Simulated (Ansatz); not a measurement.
# BSiHO (triplet): the correlation ladder at a displaced geometry (v2), cc-pVDZ

Aim: climb from Hartree-Fock through coupled cluster for BSiHO (triplet) at one geometry and basis, and see what each rung misses.

Computed with Ansatz 0.2.0, Gaussian basis. Level: cc-pVDZ, core rule «outside noble gas», up to 7 orbitals frozen.

The runs, in order: UHF; CCSD(T) on ROHF; CCSD(T) on UHF; BCCD(T) on ROHF; CISD; CCSDT(Q) on ROHF; CCSDT(Q) on UHF.

23 further runs of the same task are left out: 8 that didn't finish, 15 set aside as unsound or not needed.

## 1. The geometry

The geometry is a PBE0/def2-TZVP stationary point (not a proven minimum) with its atoms shifted at random (size 0.100 Å).

4 atoms, charge 0, spin multiplicity 3.

Atoms are counted from 1 here; the program's logs count them from 0.

Bond lengths: B1–Si2 1.796 Å, B1–H4 1.199 Å, Si2–O3 1.524 Å. Angles: Si2–B1–H4 173.5°, B1–Si2–O3 171.7°.

## 2. UHF

File in.yaml:

```yaml
crystal:
  periodic: [false, false, false]
  atoms:
    - {symbol: B, position_ang: [0.064568, 0.023749, 0.975116]}
    - {symbol: Si, position_ang: [-0.100306, 0.032123, -0.812890]}
    - {symbol: O, position_ang: [-0.023685, -0.000301, -2.334170]}
    - {symbol: H, position_ang: [0.059423, -0.055571, 2.171944]}
basis:
  gaussian: {orbitals: cc-pVDZ}
magnetization: {spin_polarized: true, initial_magnetization: 2}
hamiltonian: {xc: hf}
output: {orbitals: {seedname: orbitals}}
```

Command:

```console
> ansatz run in.yaml --threads 1 --pin off --events-out ev --progress --plain --max-ram 2393MiB
```

Further steps of the session: CCSD(T) on ROHF; CCSD(T) on UHF; BCCD(T) on ROHF; CISD; CCSDT(Q) on ROHF; CCSDT(Q) on UHF.

Before running them: what should the planned runs give, taken together? Wanted: UCCSDT(Q) below the RHF energy; RMP2 from UCCSDT(Q); UMP2 from UCCSDT(Q); RCCSD from UCCSDT(Q); RCCSD(T) from UCCSDT(Q); UCCSD(T) from UCCSDT(Q); RCCSDT(Q) from UCCSDT(Q); T1 diagnostic.

The runs gave:

| quantity | value |
| --- | --- |
| UCCSDT(Q) below the RHF energy | -10.1383 eV |
| RMP2 from UCCSDT(Q) | +984.0 meV |
| UMP2 from UCCSDT(Q) | +982.6 meV |
| RCCSD from UCCSDT(Q) | +488.9 meV |
| RCCSD(T) from UCCSDT(Q) | +94.6 meV |
| UCCSD(T) from UCCSDT(Q) | +96.1 meV |
| RCCSDT(Q) from UCCSDT(Q) | +19.1 meV |
| levels within 1 kcal/mol (43 meV) | RCCSDT(Q) |
| T1 diagnostic | 0.034 |

RCCSD(T) misses by +94.6 meV, 0.9 % of the correlation energy. These misses are within one basis, not against nature; the frozen cores of restricted and unrestricted runs differ, which can shift their rows.
